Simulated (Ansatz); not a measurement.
Geometry optimisation, Ansatz, RKS PBE0-D4/def2-SVP.

Input:

```yaml
crystal:
  periodic: [false, false, false]
  atoms:
    - { symbol: Si, position_ang: [0.0, 0.0, 0.0] }
    - { symbol: O, position_ang: [0.0, 0.0, 2.03] }
    - { symbol: H, position_ang: [-0.9095, -0.2814, 2.3671] }
    - { symbol: H, position_ang: [1.3768, 0.0, -0.4862] }
    - { symbol: H, position_ang: [-0.6877, 1.1914, -0.4862] }
    - { symbol: H, position_ang: [-0.6877, -1.1914, -0.4862] }
    - { symbol: P, position_ang: [1.2944, -1.9656, 0.782] }
    - { symbol: H, position_ang: [0.4981, -3.1353, 0.6631] }
    - { symbol: H, position_ang: [2.4646, -2.108, -0.0096] }
    - { symbol: H, position_ang: [0.6725, -1.0212, 1.8891] }
basis:
  gaussian: { orbitals: def2-SVP }
hamiltonian:
  xc: pbe0
  dispersion: d4
relax:
  f_tol: 0.15
  max_steps: 25
  restrain:
    - { distance: [0, 6], at: 2.18, k: 30.0 }
    - { distance: [9, 1], at: 1.01, k: 30.0 }
    - { distance: [0, 1], at: 2.88, k: 30.0 }
    - { distance: [9, 6], at: 2.62, k: 30.0 }
```

Command:

```bash
$ ansatz run input.yaml --threads 2 --pin off --max-ram 3072MiB --backend cpu --events-out ev --progress --plain --runs-dir out
```

Problem. Where does it end, and by what steps?

Solution. The run converged. The restraints hold the end off the free minimum. After 17 steps the energy has fallen by 3.187 eV (the restraints' own energy left out); H4 moved furthest, 1.40 Å. Parted: Si1–O2 (2.03 → 2.88 Å), P7–H10 (1.58 → 2.62 Å).

| step | energy less start (eV) | largest force component (eV/Å) | accepted |
| --- | --- | --- | --- |
| 0 | 0.0000 | 2.266 | yes |
| 1 | 0.1764 | 2.861 | yes |
| 2 | 0.3846 | 2.894 | yes |
| 3 | 0.1246 | 1.927 | yes |
| 4 | -0.6783 | 1.594 | yes |
| 5 | -1.4447 | 2.174 | yes |
| 6 | -2.1888 | 1.566 | yes |
| 7 | -2.5729 | 1.766 | yes |
| 8 | -2.8080 | 1.330 | yes |
| 9 | -2.8998 | 1.399 | yes |
| 10 | -2.9554 | 2.219 | yes |
| 11 | -3.0599 | 1.228 | yes |
| 12 | -3.1136 | 0.855 | yes |
| 13 | -3.1334 | 1.066 | yes |
| 14 | -3.1780 | 0.736 | yes |
| 15 | -3.1669 | 1.076 | no |
| 16 | -3.1820 | 0.758 | yes |
| 17 | -3.1872 | 0.758 | yes |

```xyz
10
Properties=species:S:1:pos:R:3
Si 0.415 -0.305 -0.437
O -0.647 -0.263 2.243
H -1.078 -1.052 2.590
H 1.031 -0.317 -1.804
H 0.512 1.093 0.067
H -1.010 -0.718 -0.580
P 1.549 -1.681 0.870
H 0.605 -2.748 0.780
H 2.404 -2.233 -0.130
H 0.241 -0.287 2.664
```

Run time: 36 s on 2 threads of Intel(R) Xeon(R) Platinum 8259CL CPU @ 2.50GHz (Skylake/Cascade Lake) (shared host), peak memory 0.18 GiB.
